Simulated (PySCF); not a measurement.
Compound: C4H4O2.
Geometry (PBE0-D3(BJ)/def2-SVP, Å), atoms numbered from 1 in this order:
```xyz
10
C4H4O2 angstrom
C     -1.7026   -0.2215   -0.0252
O     -0.5006   -0.9283    0.2686
C      0.6104   -0.2630    0.1097
C      1.9540   -0.3754    0.1842
C      1.4134    0.8995   -0.1780
O      1.5274    2.0545   -0.4858
H     -2.4793   -0.6086    0.6459
H     -1.5708    0.8582    0.1343
H     -1.9959   -0.4071   -1.0693
H      2.8008   -1.0303    0.3949
```

Computed with PySCF 2.14.0, PBE0-D3(BJ)/def2-SVP geometry optimisation, gas phase.

Take the most abundant isotopes and a rigid rotor. The values belong to one conformer with, in the numbering `[CH3:1][O:2][c:3]1[cH:4][c:5]1=[O:6]`, C1–O2–C3–C4 -178°.

Task: What are A, B and C (MHz)?

Result: Ia = 64.07, Ib = 189.53, Ic = 250.32 u·Å²; 505379 MHz·u·Å²/I gives A = 7887, B = 2667, C = 2019 MHz.

Task: What kind of rotor is it?

Result: An asymmetric top: κ = (2 × 2667 − 7887 − 2019)/(7887 − 2019) = -0.78.

Task: What does the inertial defect say?

Result: Not planar: Δ = Ic − Ia − Ib = -3.28 u·Å². For a rigid frame Δ = −2 Σ m c², so Σ m c² = 1.64 u·Å² lies off the ab plane: 1.62 from hydrogen and 0.02 from heavier atoms. The atom farthest from that plane is 1.06 Å away.

Task: List the rotational levels J(Ka,Kc) to J = 2 (cm⁻¹).

Result: Above 0(0,0):
J = 1: 1(0,1) 0.1563, 1(1,1) 0.3304, 1(1,0) 0.3520
J = 2: 2(0,2) 0.4670, 2(1,2) 0.6214, 2(1,1) 0.6862, 2(2,1) 1.2087, 2(2,0) 1.2105
The levels of one J sum to (2J + 1)J(J + 1)(A + B + C)/3.

Task: Which types of transition are allowed, and where do some lines up to J = 5 fall?

Result: The dipole components are |μa| = 3.44 D, |μb| = 1.15 D, |μc| = 0.05 D. Intensities carry the squares of the components, which stand as 1.00 : 0.11 : 0.00 (a : b : c). Some lines, for components of 0.1 D or more:

```csv
type,branch,"J(Ka,Kc)",MHz,lower level (cm⁻¹)
b,Q,"2(1,1) ← 2(0,2)",6573,0.467
a,R,"3(0,3) ← 2(0,2)",13833,0.467
b,Q,"2(2,1) ← 2(1,2)",17605,0.621
a,R,"5(4,1) ← 4(4,0)",23554,4.524
a,R,"5(1,4) ← 4(1,3)",24765,1.851
b,R,"5(2,4) ← 4(1,3)",36813,1.851
b,Q,"4(4,0) ← 4(3,1)",38696,3.233
b,R,"4(3,2) ← 3(2,1)",46323,1.687
b,R,"5(4,1) ← 4(3,2)",62272,3.232
b,R,"5(5,0) ← 4(4,1)",73338,4.524
```

Not checked by PBE0-D3(BJ)/def2-SVP frequencies. Constants of a rigid frame at the computed geometry: no zero-point averaging, no centrifugal distortion. A rigid rotor knows nothing of internal rotation, which can split or shift real lines.
